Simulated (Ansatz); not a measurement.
C3H7Cl, singlet: reading a ladder of total energies

Geometry: MP2(full)/6-31G*, from the G2/97 set.

```yaml
atoms:
  - { symbol: C, position_ang: [1.0494, -0.6518, 0.0000] }
  - { symbol: C, position_ang: [2.5224, -0.2546, 0.0000] }
  - { symbol: C, position_ang: [0.1568, 0.5735, 0.0000] }
  - { symbol: H, position_ang: [0.8205, -1.2616, 0.8792] }
  - { symbol: H, position_ang: [0.8205, -1.2616, -0.8792] }
  - { symbol: H, position_ang: [3.1622, -1.1404, 0.0000] }
  - { symbol: Cl, position_ang: [-1.5760, 0.1303, 0.0000] }
  - { symbol: H, position_ang: [2.7717, 0.3382, -0.8847] }
  - { symbol: H, position_ang: [2.7717, 0.3382, 0.8847] }
  - { symbol: H, position_ang: [0.3296, 1.1864, 0.8865] }
  - { symbol: H, position_ang: [0.3296, 1.1864, -0.8865] }
```

Basis cc-pV(D+d)Z; Ansatz 0.2.0. Only valence electrons are correlated (noble-gas cores frozen), which leaves 26 electrons in 92 orbitals. Prefix R: restricted or restricted open-shell reference.

Full CI isn't at hand for all of this; RCCSDT(Q) serves as the reference, and is uncertain by about the last step of the cluster series.

Runs differ by some tens of microhartree through their thresholds, so steps under 0.03 kcal/mol mean nothing.

```
    level  total energy (hartree)
      RHF             -577.198030
     RMP2             -577.772619
    RCCSD             -577.829076
 RCCSD(T)             -577.846524
   RCCSDT             -577.847468
RCCSDT(Q)             -577.848571
```

What is the correlation energy at RCCSDT(Q), and what share of it do RMP2 and RCCSD recover?

E(corr) = -577.848571 − (-577.198030) = -0.650541 hartree = -17.702 eV. RMP2: -0.574589 / -0.650541 = 88.32 %. RCCSD: -0.631046 / -0.650541 = 97.00 %.

By how many kcal/mol does RCCSD(T) miss RCCSDT(Q) (1 hartree = 627.509 kcal/mol), and which steps make up the rest?

-577.846524 − (-577.848571) = 0.002047 hartree = 1.28 kcal/mol. Steps: RCCSDT − RCCSD(T) = -0.59, RCCSDT(Q) − RCCSDT = -0.69 kcal/mol. Differences between like states or geometries often cancel part of this.
